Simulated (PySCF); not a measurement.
## Structure from NMR data

The spectra below were simulated for a compound C₃H₂ClN.

$^{1}$H NMR (400 MHz, computed): δ 6.28 (m, 1H), 6.22 (m, 1H).

$^{13}$C{$^{1}$H} NMR (computed): δ 138.9 (CH2), 126.9 (C), 120.8 (C).

- structure optimised with PBE0-D3(BJ)/def2-TZVP
- shieldings: GIAO B97-2/pcSseg-2
- program: PySCF
- non-relativistic, a single conformation, isolated molecule

References, each an isolated molecule treated in the same way: $^{1}$H and $^{13}$C against TMS.

Propose a structure and justify it.

Results:


- The formula gives 3 degrees of unsaturation (no ring in the answer).
- 3 carbon signals for 3 carbons: no two carbons are equivalent.
- Carbon types of the structure: 2 × C, 1 × CH2, which accounts for all hydrogens.
- δC 138.9: terminal =CH2 carbon; the olefinic region.
- δC 126.9: fully substituted alkene carbon; an sp2 carbon of a C=C bond.
- δC 120.8: nitrile carbon; this is the usual window of a C≡N carbon, which has no attached hydrogen.
- δH 6.28, 6.22: hydrogen on a terminal =CH2 carbon; attached to an sp2 carbon and in the plane of the double bond.

The compound is 2-Chloroacrylonitrile (C=C(Cl)C#N).

The shifts were computed for this structure.

Carbons that carry Cl, above all several Cl atoms, come out too deshielded, partly because spin–orbit coupling is missing. Shifts are as computed. Against solution values, carbons near 30 ppm lie about +3 ppm off and those near 130 ppm about +7 ppm; carbons on Cl a further +5 ppm. Of 1211 compounds with measured shifts, 218 miss one by over three times the rms of a fit or turn the order of signals round; such compounds aren't used in these exercises. Multiplicities follow the n + 1 count of equivalent neighbours, as no J values were calculated; m marks all less simple cases, F and P coupling included.
